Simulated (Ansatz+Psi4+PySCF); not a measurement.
## triplet H2O: levels of theory in one basis

```tsv
atom	x (Å)	y (Å)	z (Å)
H	-0.0297	0.0010	-0.8646
O	-0.0018	0.0215	0.3082
H	0.0115	-0.0208	-1.7535
```

Basis set: cc-pVTZ (spherical functions). Frozen core: 1 orbital. Correlation on ROHF uses semicanonical orbitals with singles. Charge 0, multiplicity 3.

Computed with Ansatz (development build ahead of 0.2.0) and Psi4 1.11; each method stands on the lowest determinant of its kind that the runs found.

```csv
method,E − E(ROHF) (eV),<S²> of the determinant
ROHF,0.00,2.00
UHF,-0.53,2.05
ROHF-MP2,-6.06,–
```

Task: What does UHF-MP2 give on the same scale?

Result: -5.98 eV.
